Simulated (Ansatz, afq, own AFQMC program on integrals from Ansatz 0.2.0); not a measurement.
# HfS, singlet → HfS⁺, doublet

```xyz
2

Hf    0.0000    0.0000    0.0000
S     0.0000    0.0000    2.1637
```

E(doublet, charge +1) − E(singlet, charge +0) at this geometry, on RHF and UHF determinants.

Basis def2-SVP with its core potentials. Only valence electrons are correlated. Ansatz 0.2.0 and our own AFQMC program on the same integrals; the CISD trial comes from CCSD amplitudes, and released means the phaseless constraint is let go. ± is one standard error of the sampling. No spin–orbit coupling. The metal's outer-core s and p shells are frozen, which shifts wave-function levels against functionals. The errors of all members are added in quadrature.

No full CI on the walks' own integrals is used here; CCSDT(Q) serves as the reference and is uncertain by about the last step of the cluster series. Each member takes its own surest rung, up to full CI.

Errors are counted within def2-SVP, not against nature.

Cautions: no spin-orbit coupling; outer-core shells of the metal frozen; HfS (singlet): restricted determinant unstable towards unrestricted (UHF 86 meV lower, ⟨S²⟩ 0.50), (T) is large, 7 % of the CCSD correlation, released walk and highest rung disagree (by 30 meV at 3.00 1/Eh, later times being noisier), CCSDTQ on the UHF determinant differs (29 meV higher), by its state or its frozen core, its ph-AFQMC/CISD value lies 33 ± 5 meV above CCSDTQ; HfS⁺ (doublet): higher spins were not checked, raised T1 diagnostic (T1 0.044, weight of the determinant 0.86, largest double 0.06), (T) is large, 8 % of the CCSD correlation, unrestricted determinant slightly spin contaminated (⟨S²⟩ 0.82 against 0.75), the released energies have errors that jump between times, so the bars are unsure, so no released level is given (meV from the phaseless value at times in 1/Eh: -27 ± 4 at 0.60, -39 ± 3 at 1.20, -41 ± 4 at 2.00, 1730 ± 1778 at 3.00, -35 ± 7 at 4.20), the ph-AFQMC/CISD walk drifts between its halves (2.3 errors), its ph-AFQMC/CISD value lies 66 ± 5 meV above CCSDT(Q).

Reference (CCSDT(Q)): 163.6 kcal/mol.

| level | vertical ionization energy (kcal/mol) | error against CCSDT(Q) (kcal/mol) |
| --- | --- | --- |
| HF | 152.8 | -10.8 |
| MP2 | 159.7 | -3.9 |
| CCSD | 163.7 | 0.1 |
| CCSD(T) | 163.8 | 0.2 |
| CCSDT | 163.7 | 0.1 |
| ph-AFQMC/HF | 165.1 ± 0.9 | 1.5 ± 0.9 |
| ph-AFQMC/CISD | 164.4 ± 0.2 | 0.8 ± 0.2 |

Correlation beyond CCSD(T) takes off 0.2 kcal/mol. The perturbative (T) step is worth +0.0 kcal/mol.

A walk keeps the symmetry of its determinant, which the program's search chose and which needn't be the lowest solution, so a lower state of the same spin and another symmetry isn't excluded.
